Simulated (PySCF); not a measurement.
## Atomic charges against the basis set

Compound: C₄H₁₀O.
Structure used (PBE0-D3(BJ)/def2-SVP), in Å, numbered top down from 1:
```xyz
15
C4H10O angstrom
C      2.0005   -0.2410    0.0680
C      0.5638   -0.6992   -0.1159
C     -0.4582    0.3847    0.1879
C     -1.8874   -0.1139    0.0503
O     -0.2038    1.4546   -0.6972
H      2.7136   -1.0348   -0.2005
H      2.1975    0.0462    1.1137
H      2.2046    0.6354   -0.5634
H      0.4034   -1.0290   -1.1574
H      0.3501   -1.5697    0.5267
H     -0.2986    0.7160    1.2375
H     -2.0925   -0.9428    0.7451
H     -2.6100    0.6892    0.2695
H     -2.0704   -0.4647   -0.9773
H     -0.8126    2.1691   -0.4868
```

PBE0 throughout (PySCF), one geometry, spherical d and f functions. One conformer (not necessarily the lowest) at the PBE0-D3(BJ)/def2-SVP geometry, without solvent, vibrations or thermal averaging. Atoms taken as equivalent share a column and are averaged. The first 7 of 11 kinds of atom are listed.

Mulliken charges (e):

```tsv
basis	functions	C1	C2	C3	C4	O5	H6/H7/H8	H9
pcSseg-0	65	-0.626	-0.489	-0.036	-0.613	-0.662	+0.230	+0.240
cc-pVDZ	120	-0.073	-0.073	-0.007	-0.042	-0.263	+0.043	+0.037
pcSseg-1	135	-0.271	-0.250	-0.034	-0.240	-0.435	+0.116	+0.117
aug-cc-pVDZ	205	+0.413	+0.583	+0.562	+0.479	-0.597	-0.116	-0.262
IGLO-III	275	-0.383	-0.192	+0.042	-0.371	-0.409	+0.122	+0.120
cc-pVTZ	290	-0.304	-0.153	+0.108	-0.287	-0.334	+0.097	+0.085
pcSseg-2	320	-0.069	-0.035	+0.173	-0.053	-0.411	+0.033	+0.018
```

IAO charges (e):

| basis | functions | C1 | C2 | C3 | C4 | O5 | H6/H7/H8 | H9 |
| --- | --- | --- | --- | --- | --- | --- | --- | --- |
| pcSseg-0 | 65 | -0.422 | -0.264 | +0.073 | -0.442 | -0.519 | +0.143 | +0.141 |
| cc-pVDZ | 120 | -0.410 | -0.246 | +0.113 | -0.428 | -0.547 | +0.137 | +0.130 |
| pcSseg-1 | 135 | -0.410 | -0.248 | +0.109 | -0.427 | -0.555 | +0.138 | +0.132 |
| aug-cc-pVDZ | 205 | -0.422 | -0.252 | +0.112 | -0.438 | -0.572 | +0.141 | +0.134 |
| IGLO-III | 275 | -0.426 | -0.255 | +0.111 | -0.441 | -0.573 | +0.143 | +0.135 |
| cc-pVTZ | 290 | -0.425 | -0.255 | +0.113 | -0.441 | -0.567 | +0.142 | +0.135 |
| pcSseg-2 | 320 | -0.424 | -0.254 | +0.112 | -0.440 | -0.572 | +0.142 | +0.135 |

Some averages cover members that differ in this geometry, most widely: H6/H7/H8, Mulliken in aug-cc-pVDZ -0.136 to -0.083; H6/H7/H8, Mulliken in IGLO-III +0.106 to +0.143; H6/H7/H8, Mulliken in pcSseg-0 +0.216 to +0.247; H6/H7/H8, Mulliken in pcSseg-2 +0.017 to +0.046 e.

Problem. Which scheme is steadiest as the basis changes?

Solution. Largest range over the bases for any column: IAO 0.05 e, Mulliken 1.09 e. IAO charges move least and Mulliken charges most, counted in e.

Problem. How much do the charges still move between the two largest bases, cc-pVTZ and pcSseg-2?

Solution. At most, over all atoms: Mulliken 0.236 e, IAO 0.005 e.

Problem. What do the same runs give for the total energy, the frontier levels and the dipole moment?

Solution. 
| basis | energy (Eh) | HOMO (eV) | LUMO (eV) | μ (D) |
| --- | --- | --- | --- | --- |
| pcSseg-0 | -232.8446 | -7.46 | 1.80 | 1.88 |
| cc-pVDZ | -233.4034 | -7.47 | 1.68 | 1.42 |
| pcSseg-1 | -233.3656 | -7.72 | 1.26 | 1.57 |
| aug-cc-pVDZ | -233.4238 | -7.78 | -0.14 | 1.50 |
| IGLO-III | -233.4912 | -7.79 | 0.59 | 1.50 |
| cc-pVTZ | -233.4775 | -7.71 | 1.04 | 1.46 |
| pcSseg-2 | -233.4858 | -7.80 | 0.47 | 1.52 |

The dipole is fixed by the density alone, so its range of 0.46 D shows that the density itself changes with the basis, not only its division among atoms.
